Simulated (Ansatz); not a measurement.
C₃H₈N (SMILES [CH2]N(C)C), doublet, geometry from GFN2-xTB; MP2/6-31G (Ansatz, a program for electronic structure).

Input for Ansatz:
Ansatz 0.2 input:
```yaml
crystal:
  periodic: [false, false, false]
  atoms:
    - {symbol: N, position_ang: [0.00107674, 0.05252662, 0.22290961]}
    - {symbol: C, position_ang: [-0.00119711, 1.43247889, 0.07940335]}
    - {symbol: C, position_ang: [1.20870810, -0.64841920, -0.12711140]}
    - {symbol: C, position_ang: [-1.20848741, -0.65112173, -0.11479853]}
    - {symbol: H, position_ang: [0.91995774, 1.93255837, 0.31358775]}
    - {symbol: H, position_ang: [-0.92103430, 1.93050006, 0.32296552]}
    - {symbol: H, position_ang: [1.30930264, -0.79359459, -1.21222697]}
    - {symbol: H, position_ang: [1.20646811, -1.62978335, 0.35106755]}
    - {symbol: H, position_ang: [2.06996861, -0.08568093, 0.22685824]}
    - {symbol: H, position_ang: [-1.31980642, -0.79653405, -1.19883464]}
    - {symbol: H, position_ang: [-2.06735332, -0.09030664, 0.24793320]}
    - {symbol: H, position_ang: [-1.19918176, -1.63247297, 0.36332161]}
basis:
  gaussian:
    orbitals: 6-31G
magnetization: {spin_polarized: true, initial_magnetization: 1}
correlation: {method: mp2}
```

Write the output that Ansatz gives for this input, abridged.


```
Functional definition: HF
769 factors; integrals over basis functions are off by at most 2.4e-4 eV
mean field evaluation 1: about -4693.9852 eV, gradient 1.6e1 eV
mean field evaluation 2: about -4693.9856 eV, gradient 1.6e1 eV
mean field evaluation 4: about -4695.7708 eV, gradient 1.9e0 eV
mean field evaluation 8: about -4695.8396 eV, gradient 8.4e-2 eV
mean field -4695.83939242 eV, -172.5689147173 hartree, gradient 2.5e-6 eV, S^2 0.759955; 0 other end points of the search recorded, 0 dependent functions left out
4 core orbitals not correlated
reference -4695.83939242 eV, -172.5689147173 hartree; 13, 12 occupied and 35, 36 virtual orbitals, 769 factors
second order -9.93882600 eV of doubles, -0.00000000 eV of singles
Total energy: -4705.77821843 eV, -172.9341598361 hartree
```
